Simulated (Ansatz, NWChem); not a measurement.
Worked example: vertical ionisation energy of C2H8Si (dimethylsilane)

C2H8Si: 11 atoms, total charge 0, spin state singlet. SMILES: `C[SiH2]C`. The coordinates come from a PBE0-D4/def2-TZVP relaxation.

```
atom    x (Å)    y (Å)    z (Å)
   C  -1.0502   0.9672  -0.6612
  Si  -0.3092  -0.6532  -0.0876
   C   1.3466  -0.3923   0.7457
   H  -2.0158   0.8069  -1.1461
   H  -0.3917   1.4646  -1.3778
   H  -1.2049   1.6449   0.1821
   H  -0.1399  -1.5642  -1.2561
   H  -1.2451  -1.3193   0.8633
   H   2.0582   0.0752   0.0604
   H   1.7726  -1.3420   1.0774
   H   1.2448   0.2552   1.6203
```

Both states at this one shape; open shells run unrestricted unless said. 1 Eh = 27.2114 eV.

| level | program | singlet C2H8Si (Eh) | doublet C2H8Si+ (Eh) |
| --- | --- | --- | --- |
| PBE0/MINI | NWChem | -368.014058 | -367.527979 |
| RPA@PBE0/def2-SVP, 7 core orbitals frozen | Ansatz | -369.830442 | -369.422715 |
| BCCD(T)/def2-SVP, 7 core orbitals frozen | Ansatz | -369.657180 | -369.249755 |

Problem. Work out the vertical ionisation energy at each level.

Solution. 
1. PBE0/MINI: -367.527979 − (-368.014058) = 0.486079 Eh = 13.23 eV.
2. RPA@PBE0/def2-SVP: -369.422715 − (-369.830442) = 0.407727 Eh = 11.09 eV.
3. BCCD(T)/def2-SVP: -369.249755 − (-369.657180) = 0.407425 Eh = 11.09 eV.

No measured value is set beside it here; the levels span 11.09 to 13.23 eV. Minimal sets are far from the basis-set limit.
